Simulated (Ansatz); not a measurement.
# BF+ (doublet): PBE, r2SCAN over a scan of the distance B1–F2, 6-31G

How well do these functionals follow the top wave-function level for BF+ (doublet) over a scan of the distance B1–F2?

Computed with Ansatz 0.2.0, Gaussian basis. Level: 6-31G, all electrons in the functionals.

To be run: PBE, r2SCAN, at 0.956 Å; 1.070 Å; 1.212 Å; 1.308 Å; 1.494 Å; 1.688 Å; 1.910 Å; 2.222 Å; 2.728 Å; 3.298 Å; 4.182 Å.

30 further runs of the same task are left out: 8 for a known fault of the program, 14 that didn't finish, 8 set aside as unsound or not needed.

**1. The geometry**

The geometry derives from a PBE0/def2-TZVP stationary point (not a proven minimum). One bond is set to the value named and the two fragments are kept rigid.

2 atoms, charge 1, spin multiplicity 2.

Atoms are counted from 1 here; the program's logs count them from 0.

Bond lengths: B1–F2 1.212 Å.

No dispersion term is added.

The geometry shown and the zero of energy belong to the point 1.212 Å. The yardstick, FCI, and other wave-function levels (R restricted, U unrestricted, valence and pair active spaces) come from earlier runs.

**2. PBE, 0.956 Å**

in.yaml reads:

```yaml
crystal:
  periodic: [false, false, false]
  atoms:
    - {symbol: B, position_ang: [0.000000, 0.000000, 0.000000]}
    - {symbol: F, position_ang: [0.000000, 0.000000, 0.956000]}
basis:
  gaussian: {orbitals: 6-31G}
total_charge: 1
magnetization: {spin_polarized: true, initial_magnetization: 1}
hamiltonian: {xc: {name: PBE}}
output: {orbitals: {seedname: orbitals}}
```

Run with:

```console
$ ansatz run in.yaml --threads 1 --pin off --events-out ev --progress --plain --max-ram 2393MiB
```

After this run come: PBE, 1.070 Å; PBE, 1.212 Å; PBE, 1.308 Å; PBE, 1.494 Å; PBE, 1.688 Å; PBE, 1.910 Å; PBE, 2.222 Å; PBE, 2.728 Å; PBE, 3.298 Å; PBE, 4.182 Å; r2SCAN, 0.956 Å; r2SCAN, 1.070 Å; r2SCAN, 1.212 Å; r2SCAN, 1.308 Å; r2SCAN, 1.494 Å; r2SCAN, 1.688 Å; r2SCAN, 1.910 Å; r2SCAN, 2.222 Å; r2SCAN, 2.728 Å; r2SCAN, 3.298 Å; r2SCAN, 4.182 Å.

Q: Predict the results of all the runs planned. Wanted: span of the FCI curve; largest miss, PBE; largest miss, r2SCAN; largest miss, RCCSD(T); largest miss, UCCSD(T).

The runs gave:

```
              quantity                value
 span of the FCI curve             5.992 eV
     largest miss, PBE  +1.880 eV (4.182 Å)
  largest miss, r2SCAN  +1.764 eV (4.182 Å)
largest miss, RCCSD(T)  +0.055 eV (1.688 Å)
largest miss, UCCSD(T)  +0.060 eV (1.688 Å)
```

**Reading.** Of the functionals, r2SCAN keep the smallest largest miss at the points compared (at most 1.764 eV) and PBE strays most (1.880 eV, at 4.182 Å). Functionals and the yardstick converge differently with the basis, so part of each miss in 6-31G is the basis.
